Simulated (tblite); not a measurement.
Compound: C₃HO (doublet state).
Cartesian coordinates in Å at the GFN2-xTB level; atoms count from 1:
```xyz
5
C3HO angstrom
O      1.7351   -0.5552    0.0144
C      0.7130    0.0367   -0.0091
C     -0.1314    1.1912   -0.0624
C     -0.7405    0.0000    0.0014
H     -1.5677   -0.6698    0.0385
```

All values are computed: GFN2-xTB (tblite) harmonic vibrations without scaling, gas phase. The method is semi-empirical: single wavenumbers can be off by several per cent or more. One conformer, not necessarily the lowest. Open shells enter through the occupations alone, without spin polarisation, and single modes of such species can be off by tens of per cent.

Harmonic wavenumbers (cm⁻¹): 433.1, 494.6, 740.9, 753.7, 901.4, 954.7, 1595.4, 2052.7, 3204.3.

A = 37747, B = 8287, C = 6795 MHz; mass 53.003 u (most abundant isotopes); point group Cs, symmetry number 1; spin multiplicity 2.

Problem. What is the zero-point energy?

Solution. ½Σν̃ = 5565 cm⁻¹ = 66.58 kJ/mol.

Problem. Give the ideal-gas entropy at 298.15 K and 1 bar in the rigid-rotor, harmonic-oscillator model (classical rotation).

Solution. Translation 158.37, rotation 94.31, vibration 9.58, spin (R ln 2) 5.76: S = 268.0 J/(mol K).

Problem. And Cp and H(298.15 K) − H(0)?

Solution. Cp = 54.74 J/(mol K), of which vibrations give 21.48 (their classical limit is 9 R = 74.8); H(298.15 K) − H(0) = 12.01 kJ/mol without the zero-point energy, 2.10 from vibrations.

Problem. Which modes carry the vibrational entropy at 298.15 K?

Solution. 433.1 cm⁻¹: 3.55; 494.6 cm⁻¹: 2.81; 740.9 cm⁻¹: 1.09; 753.7 cm⁻¹: 1.04; 901.4 cm⁻¹: 0.58; 954.7 cm⁻¹: 0.47 J/(mol K); the other 3 give 0.04 together.

Problem. How do the functions run with temperature in this model?

Solution. 
```tsv
T (K)	S (J/(mol K))	Cp (J/(mol K))	H − H(0) (kJ/mol)	G − H(0) (kJ/mol)	ln q(vib)
100	222.3	34.3	3.34	-18.89	0.00
200	248.5	43.6	7.18	-42.52	0.09
300	268.4	54.9	12.11	-68.40	0.31
500	300.6	71.2	24.87	-125.43	1.02
800	337.4	84.7	48.49	-221.39	2.25
1000	356.9	90.2	66.02	-290.87	3.06
```

q(vib) and H(0) count from the zero-point level.

Other conformers, if any are populated, would add a mixing term that is left out.
